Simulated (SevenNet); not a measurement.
## Rock-salt TiC

Computed with the machine-learned potential SevenNet-0 (trained on PBE and PBE+U data).

Cell (relaxed at this level):

TiC has the cubic space group Fm-3m (No. 225), the rock salt structure, Pearson symbol cF8. Conventional cell: a = 4.3352 Å, b = 4.3352 Å, c = 4.3352 Å, α = 90.00°, β = 90.00°, γ = 90.00°. Ti on 4a is coordinated by 6 C at 2.168 Å and 12 Ti at 3.065 Å. C on 4b is surrounded by 6 Ti at 2.168 Å (octahedral). (Neighbours: up to the widest gap in distance over summed covalent radii, below 1.35, at either atom; cation-cation and far metal-metal contacts left out.)
(The calculation used a cell of 2 atoms; values per cell refer to that cell.)

```
Property                    Value
------------------  -------------
lattice constant a        4.335 Å
volume per atom     10.18 Å³/atom
```

Measured, for comparison: lattice constant a 4.33 Å, equilibrium volume per atom 10.15 Å³/atom (temperature not stated, no zero-point or thermal correction; as tabulated in Zhang et al. (2018), doi:10.1088/1367-2630/aac7f0). Computed (rounded) less measured: lattice constant a +0.1 %, equilibrium volume per atom +0.3 %.

A machine-learned potential is trained on density-functional data: it inherits that level's misses and adds fitting errors of its own.
